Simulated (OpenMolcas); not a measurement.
# PH2 (SMILES [PH2]): methods side by side

PH2 has 3 atoms, charge 0, and is taken as a doublet. SMILES: `[PH2]`. The coordinates come from a GFN2-xTB relaxation.

```xyz
3

P     0.5145   -0.3028    0.2527
H     0.1115    1.0274    0.1724
H    -0.6260   -0.7246   -0.4251
```

Each level gives the energy change with the P1–H2 bond stretched from 1.392 to 3.480 Å (eV). The values are calculated.

```csv
level,kind,program,value (eV),less FCI/pcseg-0,CPU time (all runs)
USVWN5/pcseg-0,LDA,OpenMolcas,3.34,+0.90,6.1 s
U-r2SCAN/pcseg-0,meta-GGA,OpenMolcas,2.94,+0.50,16 s
UM06-2X/pcseg-0,hybrid meta-GGA,OpenMolcas,2.92,+0.48,18 s
"CASSCF(3,3)/pcseg-0",multireference,OpenMolcas,2.30,-0.14,3.9 s
"CASSCF(7,6)/pcseg-0",multireference,OpenMolcas,2.30,-0.14,4.8 s
"MC-PDFT[tPBE](7,6)/pcseg-0",multireference,OpenMolcas,3.00,+0.56,5.1 s
ROCCSD(T)/pcseg-0,coupled cluster or CI,OpenMolcas,2.43,-0.01,4.8 s
FCI/pcseg-0,exact in the basis,OpenMolcas,2.44,0.00,7.7 s
```

FCI/pcseg-0 is exact within its basis and frozen core, so for wave-function methods in that basis the difference is their error; functionals converge differently with the basis, so for them it is only a difference. The first shape isn't each level's own minimum. The values span 2.30 to 3.34 eV. Spin contamination of the reference (⟨S²⟩ at least 0.1 too high) touches USVWN5/pcseg-0, U-r2SCAN/pcseg-0, UM06-2X/pcseg-0. All rows use very small basis sets, so even the best lies far from the true value. CPU times are rough (shared hosts, several kinds of processor): they show what a rung costs within a factor of a few.
